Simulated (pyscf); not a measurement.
H₂N–SiH•–Cl + HF → NH₃ + F–SiH•–Cl, a four-centre exchange (doublet surface; N–Si, F–H broken, H–N, F–Si formed). PySCF, gas phase, ωB97X-D3(BJ)/def2-SVP geometries. Energies in kJ/mol from the separated reactants.

Small-basis levels: PySCF, no dispersion term, spherical d functions. Open shells are spin-unrestricted. 

Problem. In single points B3LYP/LANL2DZ puts the saddle at 29.4 kJ/mol and the reaction energy at -10.0 kJ/mol. Should these be trusted to within a few kcal/mol? Compare with ωB97M-D3(BJ)/def2-TZVP.

Solution. ωB97M-D3(BJ)/def2-TZVP gives ΔE‡ = 44.1 kJ/mol and ΔE = -74.9 kJ/mol. B3LYP/LANL2DZ lies 14.7 kJ/mol under it in the barrier and 64.9 kJ/mol over it in the reaction energy, so on this step it does not hold to within 12.6 kJ/mol. ωB97M-D3(BJ)/def2-TZVP has limits of its own. On the reactant side the descent ends in a bound adduct, 35.6 kJ/mol under the separated species and 82.2 kJ/mol under the saddle at ωB97X-D3(BJ)/def2-TZVP. On the product side the descent ends in a bound adduct, 41.4 kJ/mol under the separated species and 158.8 kJ/mol under the saddle at ωB97X-D3(BJ)/def2-TZVP. One saddle was located; it need not be the lowest between these sides.
